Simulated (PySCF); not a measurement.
# Splitting trees

Geometry:
```json
{"atom": "C1", "x (Å)": "-1.007", "y (Å)": "-0.157", "z (Å)": "0.101"}
{"atom": "O2", "x (Å)": "0.302", "y (Å)": "-0.661", "z (Å)": "0.321"}
{"atom": "C3", "x (Å)": "1.299", "y (Å)": "0.117", "z (Å)": "-0.089"}
{"atom": "O4", "x (Å)": "1.177", "y (Å)": "1.186", "z (Å)": "-0.615"}
{"atom": "H5", "x (Å)": "-1.152", "y (Å)": "0.111", "z (Å)": "-0.956"}
{"atom": "H6", "x (Å)": "-1.699", "y (Å)": "-0.955", "z (Å)": "0.392"}
{"atom": "H7", "x (Å)": "-1.187", "y (Å)": "0.740", "z (Å)": "0.713"}
{"atom": "H8", "x (Å)": "2.266", "y (Å)": "-0.380", "z (Å)": "0.133"}
```

Calculated, not measured (PySCF): B3LYP/pcJ-1 coupling constants, shielding tensors at PBE0/pcSseg-1 (GIAO), geometry from PBE0-D3(BJ)/def2-SVP. One conformer, relativity neglected, no solvent, rapidly exchanging positions averaged.

References, each an isolated molecule treated in the same way: TMS for $^{13}$C (σref 184.41), $^{1}$H (σref 31.27).

Spectrometer: 500 MHz for $^{1}$H. First-order analysis; couplings under 1 Hz (under 4 Hz in carbon signals) are ignored, and nearly equal couplings are merged; the smaller ones broaden or split the lines further.

(1) What pattern does C1 show in the proton-coupled $^{13}$C spectrum?

(2) What pattern does H8 show ($^{1}$H)?

(3) What pattern does H5/H6/H7 show ($^{1}$H)?

Results:

(1) A quartet of doublets at δ 51.2: 152.7 Hz to H5/H6/H7 (3 × $^{1}$H, 1 bond away), 5.5 Hz to H8 (1 × $^{1}$H, 3 bonds away). Lines in Hz from the centre (relative intensity): +231.8 (1), +226.3 (1), +79.1 (3), +73.6 (3), -73.6 (3), -79.1 (3), -226.3 (1), -231.8 (1). The outer lines are 463.6 Hz apart, the sum of the couplings kept, or 3.687 ppm at this field.

(2) A quartet at δ 7.79: 1.1 Hz to H5/H6/H7 (3 × $^{1}$H, 4 bonds away). Lines in Hz from the centre (relative intensity): +1.6 (1), +0.6 (3), -0.6 (3), -1.6 (1). The outer lines are 3.3 Hz apart, the sum of the couplings kept, or 0.007 ppm at this field.

(3) A doublet at δ 3.68: 1.1 Hz to H8 (1 × $^{1}$H, 4 bonds away). Lines in Hz from the centre (relative intensity): +0.6 (1), -0.6 (1). The outer lines are 1.1 Hz apart, the sum of the couplings kept, or 0.002 ppm at this field.
